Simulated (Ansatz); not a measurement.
# Worked example: CS⁺, sextet against CS⁺, quartet

Geometry (PBE0/def2-TZVP stationary point of a quartet), kept for both states (CS⁺, quartet: Σ⁺ or Δ; CS⁺, sextet: Σ⁺ or Δ):

```yaml
atoms:
  - { symbol: C, position_ang: [0.0000, 0.0000, 0.0000] }
  - { symbol: S, position_ang: [0.0000, 0.0000, 1.6537] }
```

Basis 6-31G; Ansatz 0.2.0. Correlated methods freeze the noble-gas cores. R marks a restricted (for open shells ROHF) determinant, U an unrestricted one.

Full CI is exact within this basis and frozen core; it isn't the basis-set limit. The frozen core follows each run's orbitals, which can shift R against U totals by a few meV.

Unrestricted rows (U, and Kohn–Sham where it breaks symmetry) aren't spin-pure: their determinants' ⟨S²⟩ exceeds S(S+1) by up to 0.31, so they mix in states of higher spin. The determinant of the CS⁺ quartet fills πx and πy unequally, so it is a mixture of Σ and Δ, which weighs on every level built on one determinant.

```
    level  E(CS⁺, quartet) (hartree)  E(CS⁺, sextet) (hartree)
      UHF                -434.798920               -434.756928
     UMP2                -434.870599               -434.796924
UCCSD(T)*                -434.915802               -434.811027
     PBE0                -435.422753               -435.322468
  full CI                -434.923878               -434.811213
```

Q: Give the vertical gap, CS⁺ sextet less CS⁺ quartet, at each level in eV (1 hartree = 27.2114 eV), and each error against full CI.

A: full CI: (-434.811213 − (-434.923878)) × 27.2114 = 3.066 eV (the reference)
PBE0: (-435.322468 − (-435.422753)) × 27.2114 = 2.729 eV, error -0.337 eV
UCCSD(T): (-434.811027 − (-434.915802)) × 27.2114 = 2.851 eV, error -0.215 eV
UMP2: (-434.796924 − (-434.870599)) × 27.2114 = 2.005 eV, error -1.061 eV
UHF: (-434.756928 − (-434.798920)) × 27.2114 = 1.143 eV, error -1.923 eV

Total energies of functionals can't be set beside those of wave-function methods, since they hold the core's correlation and their own absolute errors; only the differences compare.

The set has no polarisation functions, so the order and spacing of states can differ from the basis-set limit.

In so small a basis the reference is far from its limit while semilocal and hybrid functionals are nearer theirs, so the functionals' errors here hold much of the reference's basis and frozen-core error, which can add to them or hide them.

Each level lands on the state that its own search finds. T1 diagnostics of restricted CCSD: 0.053 and 0.014.

An asterisk marks runs whose energy the program itself flagged as in doubt.
